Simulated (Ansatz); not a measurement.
SiH2, triplet along the distance Si1-H2

Starting geometry (PBE0/def2-TZVP stationary point for this spin, not checked as a minimum):

```csv
atom,x (Å),y (Å),z (Å)
Si,0.0000,-0.0507,0.0000
H,0.0000,0.7069,-1.2784
H,0.0000,0.7069,1.2784
```

From there H2 moves along the line of the two atoms named below, all else staying in place; atoms are numbered as listed. Energies are in kcal/mol, counted from the starting geometry at the same level. Kohn–Sham curves are unrestricted where that lies lower.

Basis cc-pVDZ; Ansatz 0.2.0. Only valence electrons are correlated (noble-gas cores frozen).

Full CI is exact within this basis and frozen core; it isn't the basis-set limit.

```
distance Si1-H2 (Å)  PBE0
              1.188  30.9
              1.365   4.3
              1.486   0.0
              1.605   1.9
              1.817  13.0
              2.069  30.1
              2.436  49.6
              2.798  57.3
              3.321  59.7
              3.933  60.2
              5.068  60.4
```

Problem. Estimate the full CI curve in cc-pVDZ from this one, knowing how PBE0 errs.

Solution. The computed full CI values, in kcal/mol from the starting point, and the error of PBE0 against them:
```csv
distance Si1-H2 (Å),full CI,PBE0 less full CI
1.188,30.4,0.5
1.365,4.1,0.2
1.486,0.0,0.0
1.605,2.1,-0.2
1.817,13.2,-0.2
2.069,29.7,0.5
2.436,47.9,1.7
2.798,54.6,2.7
3.321,55.9,3.8
3.933,56.0,4.2
5.068,56.0,4.4
```

PBE0 at 5.068 Å lies 4.4 kcal/mol (8 %) above the reference in this basis.

In so small a basis the reference is far from its limit while semilocal and hybrid functionals are nearer theirs, so the functionals' errors here hold much of the reference's basis and frozen-core error, which can add to them or hide them.
